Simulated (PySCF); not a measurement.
Below is a simulated gas-phase C 1s photoelectron spectrum of isobutene (`C=C(C)C`).

Every computed line was given a Gaussian of 1.0 eV full width at half maximum and an area set by the number of equivalent atoms; the highest printed point is 100. The calculation used PySCF 2.14.0, delta-SCF UKS SCAN, pcX-2 on the ionised atom, pcseg-1 elsewhere, spin-free X2C.

(binding energy (eV), intensity): (288.2, 0), (288.3, 0), (288.4, 0), (288.5, 1), (288.6, 2), (288.7, 3), (288.8, 5), (288.9, 7), (289.0, 11), (289.1, 15), (289.2, 20), (289.3, 25), (289.4, 30), (289.5, 35), (289.6, 40), (289.7, 44), (289.8, 49), (289.9, 54), (290.0, 61), (290.1, 69), (290.2, 79), (290.3, 88), (290.4, 95), (290.5, 100), (290.6, 100), (290.7, 96), (290.8, 87), (290.9, 75), (291.0, 61), (291.1, 48), (291.2, 35), (291.3, 24), (291.4, 16), (291.5, 10), (291.6, 6), (291.7, 3), (291.8, 2), (291.9, 1), (292.0, 0), (292.1, 0)

Q: Count the maxima, the lines and the sites behind this envelope.

A: The curve has 1 maximum (at 290.6 eV). Under it lie 3 lines from 3 inequivalent carbon sites. At this width some lines have no maximum of their own.

Q: Decompose the envelope and assign each component. Numbering: `[CH2:1]=[C:2]([CH3:3])[CH3:4]`.

A: 
```json
{"position (eV)": "289.63", "relative area": "1", "line": "C 1s", "atoms": "C1", "environment": "terminal =CH2 carbon"}
{"position (eV)": "290.50", "relative area": "1", "line": "C 1s", "atoms": "C2", "environment": "fully substituted alkene carbon"}
{"position (eV)": "290.63", "relative area": "2", "line": "C 1s", "atoms": "C3/C4", "environment": "allylic carbon"}
```

Lowest listed C 1s: C1, bonded to C (double bond) and 2 H. Highest, 1.00 eV above it: C3/C4, bonded to C and 3 H. The widest gap between neighbouring values is 0.87 eV, between 289.63 and 290.50 eV. Summing the Pauling electronegativity differences to the bonded atoms, each weighted by its formal bond order, gives -0.70 for the lowest site and -1.05 for the highest; the largest sum, 0.00, belongs to C2, 0.13 eV below the top. The smallest sum, -1.05, belongs to C3/C4, 1.00 eV above the lowest.

No satellites, vibrations or lifetime broadening are included. The first atom of each set that the bonding makes equivalent was ionised and stands for the set. Geometry: GFN2-xTB; no solvent, vibrations or thermal averaging.

Hardware: one thread, x86-64 server, on a shared host. Cost: 21 s of wall time.
